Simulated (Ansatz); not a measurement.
# H4NOSi: the cost of one run

Program: the Python package of Ansatz 0.2.0. Level of theory: PBE0/def2-SVP. These are calculated values, not measurements.

### 1 The structure

Bond lengths: N1–Si2 1.742 Å, Si2–O3 1.702 Å, N1–H4 1.096 Å, N1–H5 1.066 Å, Si2–H6 1.488 Å, Si2–H7 1.490 Å. Angles: N1–Si2–O3 107.6°, N1–Si2–H6 111.0°, N1–Si2–H7 109.7°, O3–Si2–H6 110.1°, O3–Si2–H7 109.8°, H6–Si2–H7 108.6°, Si2–N1–H4 103.8°, Si2–N1–H5 108.5°, H4–N1–H5 103.9°.

No structure file is read: the coordinates are typed or built in the script.

### 2 Script

opt_h4nosi.py

```python
# -*- coding: utf-8 -*-
"""Relax the H4NOSi molecule."""

import itertools

import ansatz
from ase import Atoms
from ase.data import atomic_numbers, covalent_radii
import numpy as np


def main():
    atoms = Atoms(["N", "Si", "O", "H", "H", "H", "H"], positions=[
        (-0.9289, -0.2749, -0.6006),
        (0.5876, -0.0708, 0.2311),
        (0.6877, -1.2803, 1.4239),
        (-0.9545, 0.5618, -1.3074),
        (-1.7197, -0.0594, 0.0807),
        (0.6754, 1.2746, 0.8595),
        (1.7137, -0.2191, -0.7329),
    ])
    system = ansatz.Crystal.molecule_from_ase(atoms)

    base = (
        system.calculation()
        .basis(gaussian="def2-SVP")
        .functional("pbe0")
        .spin("collinear", total=1)
    )
    symbols = [site.symbol for site in system.cartesian_sites]
    start = np.array([site.position_ang for site in system.cartesian_sites], dtype=float)
    data = base.relax(force_tolerance=0.005, max_steps=100).run(threads=1, backend="cpu").report
    end = np.array(data["positions_ang"])

    print(f"E = {data['free_energy_ev']:.6f} eV = {data['free_energy_ev'] / 27.211386246:.7f} Ha")
    print("converged:", data["converged"], " doubts:", data["published_state_doubts"] or "none")

    # pairs closer than 1.2 times the sum of covalent radii, before or after
    radius = [covalent_radii[atomic_numbers[s]] for s in symbols]
    span = lambda where, i, j: np.linalg.norm(where[i] - where[j])
    bonded = [(i, j) for i, j in itertools.combinations(range(len(symbols)), 2) if min(span(start, i, j), span(end, i, j)) < 1.2 * (radius[i] + radius[j])]
    print("pair        before    after (A)")
    for i, j in bonded:
        print(f"{symbols[i]}{i}-{symbols[j]}{j}".ljust(10), f"{span(start, i, j):8.4f} {span(end, i, j):8.4f}")


if __name__ == "__main__":
    main()
```

### 3 The calls as engine input

The engine receives this input:

```yaml
crystal:
  periodic: [false, false, false]
  atoms:
    - { symbol: "N", position_ang: [-0.9289, -0.2749, -0.6006] }
    - { symbol: Si, position_ang: [0.5876, -0.0708, 0.2311] }
    - { symbol: O, position_ang: [0.6877, -1.2803, 1.4239] }
    - { symbol: H, position_ang: [-0.9545, 0.5618, -1.3074] }
    - { symbol: H, position_ang: [-1.7197, -0.0594, 0.0807] }
    - { symbol: H, position_ang: [0.6754, 1.2746, 0.8595] }
    - { symbol: H, position_ang: [1.7137, -0.2191, -0.7329] }
basis:
  gaussian:
    orbitals: def2-SVP
hamiltonian:
  xc: pbe0
magnetization:
  spin_polarized: true
  initial_magnetization: 1.0
relax:
  f_tol: 0.005
  max_steps: 100
```

### 4 Launch

Command:

```sh
> python opt_h4nosi.py
```

Q: Estimate wall time and peak memory on 1 thread of Arm Neoverse V1, shared host.

About 70 s, with a peak of 0.23 GiB.
